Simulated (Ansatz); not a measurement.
# AlBFH2 with multiplicity 2: two geometries relaxed

Method: UKS PBE-D4/6-31G*, in Ansatz 0.2.0.

### 1 The starting structure

Bond lengths: F1–B2 1.296 Å, B2–Al3 2.045 Å, Al3–H4 1.561 Å, Al3–H5 1.573 Å. Angles: F1–B2–Al3 150.8°, B2–Al3–H4 116.1°, B2–Al3–H5 132.5°, H4–Al3–H5 111.4°.

Coordinates:

```xyz
5

F     0.8430   -1.2273    2.0620
B     0.1185   -0.8263    1.0648
Al   -0.1658    0.3732   -0.5674
H    -1.5341    0.2212   -1.3021
H     0.7384    1.4593   -1.2573
```

### 2 Relaxing end A

The input, input.yaml:

```yaml
crystal:
  periodic: [false, false, false]
  atoms:
    - { symbol: F, position_ang: [0.84298, -1.22734, 2.06198] }
    - { symbol: B, position_ang: [0.11849, -0.8263, 1.06477] }
    - { symbol: Al, position_ang: [-0.16575, 0.37316, -0.5674] }
    - { symbol: H, position_ang: [-1.5341, 0.22122, -1.30206] }
    - { symbol: H, position_ang: [0.73839, 1.45926, -1.25729] }
magnetization:
  spin_polarized: true
  initial_magnetization: 1
basis:
  gaussian: { orbitals: "6-31G*" }
hamiltonian:
  xc: pbe
  dispersion: d4
relax:
  f_tol: 0.015
  max_steps: 40
```

On the command line:

```sh
$ ansatz run input.yaml --threads 1 --pin off --max-ram 2048MiB --backend cpu --events-out ev --progress --plain --runs-dir out
```

What time and memory should one allow on 1 thread of Intel Xeon 6975P-C (Granite Rapids), shared host?

About 13 s, with a peak of 0.16 GiB.
